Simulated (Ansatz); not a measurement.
# Changing the shape of C₂H₅N, singlet

Program: Ansatz, Gaussian basis, development build. Basis cc-pVDZ, nonrelativistic, 3 orbitals frozen in the corrections; active space CAS(4,3). Restricted Hartree–Fock, then the lowest state-specific CASSCF solution met for each case. Coupled cluster stands on the determinant that it favours, not always the lowest RHF. Single-reference values can break down or jump between states where bonds are stretched. Solutions in different active orbitals can move differences by tenths of an eV and at times more than 1 eV.

Case A:

```json
{"atom": "C", "x (Å)": "0.0184", "y (Å)": "0.1993", "z (Å)": "-1.2482"}
{"atom": "C", "x (Å)": "-0.0004", "y (Å)": "-0.4365", "z (Å)": "-0.0689"}
{"atom": "N", "x (Å)": "-0.0972", "y (Å)": "0.1678", "z (Å)": "1.1902"}
{"atom": "H", "x (Å)": "0.0289", "y (Å)": "1.2828", "z (Å)": "-1.3161"}
{"atom": "H", "x (Å)": "-0.0010", "y (Å)": "-0.3598", "z (Å)": "-2.1741"}
{"atom": "H", "x (Å)": "-0.0203", "y (Å)": "-1.5233", "z (Å)": "-0.0303"}
{"atom": "H", "x (Å)": "0.1342", "y (Å)": "1.1563", "z (Å)": "1.1780"}
{"atom": "H", "x (Å)": "0.4311", "y (Å)": "-0.3075", "z (Å)": "1.9131"}
```

Case B:

```json
{"atom": "C", "x (Å)": "-0.1217", "y (Å)": "0.2859", "z (Å)": "1.1676"}
{"atom": "N", "x (Å)": "0.3286", "y (Å)": "-0.4887", "z (Å)": "0.0000"}
{"atom": "C", "x (Å)": "-0.1217", "y (Å)": "0.2859", "z (Å)": "-1.1676"}
{"atom": "H", "x (Å)": "-0.2878", "y (Å)": "-1.3017", "z (Å)": "0.0000"}
{"atom": "H", "x (Å)": "0.6780", "y (Å)": "0.7352", "z (Å)": "1.7466"}
{"atom": "H", "x (Å)": "0.6780", "y (Å)": "0.7352", "z (Å)": "-1.7466"}
{"atom": "H", "x (Å)": "-0.9538", "y (Å)": "-0.0892", "z (Å)": "1.7572"}
{"atom": "H", "x (Å)": "-0.9538", "y (Å)": "-0.0892", "z (Å)": "-1.7572"}
```

Case C:

```csv
atom,x (Å),y (Å),z (Å)
C,-0.0117,-0.2385,1.2245
C,0.0405,0.4564,0.0800
N,0.0096,-0.0824,-1.2118
H,-0.0134,-1.3241,1.2374
H,-0.0784,0.2733,2.1753
H,0.0312,1.5439,0.0959
H,-0.9031,-0.4423,-1.4731
H,0.7239,-0.7817,-1.3798
```

Case D:

```xyz
8

C    -0.0228    0.3985    0.7394
N     0.1718   -0.8590    0.0000
C    -0.0228    0.3985   -0.7394
H    -0.6985   -1.3914    0.0000
H     0.8519    0.7439    1.2800
H     0.8519    0.7439   -1.2800
H    -0.9675    0.5671    1.2490
H    -0.9675    0.5671   -1.2490
```

Energy less that of case A, in eV:

```
case  RHF/ROHF  CASSCF  CCSD(T)
   B    +5.471  +3.570   +3.718
   C    +0.331  +0.257   +0.364
   D    +0.769  +0.915   +0.660
```

Task: What does SC-NEVPT2 give for these differences?

Result: B: +3.843 eV; C: +0.357 eV; D: +0.857 eV.

Task: Which case is lowest, and do the methods agree?

Result: A is lowest in SC-NEVPT2. Of the methods shown, RHF/ROHF, CASSCF, CCSD(T) agree.
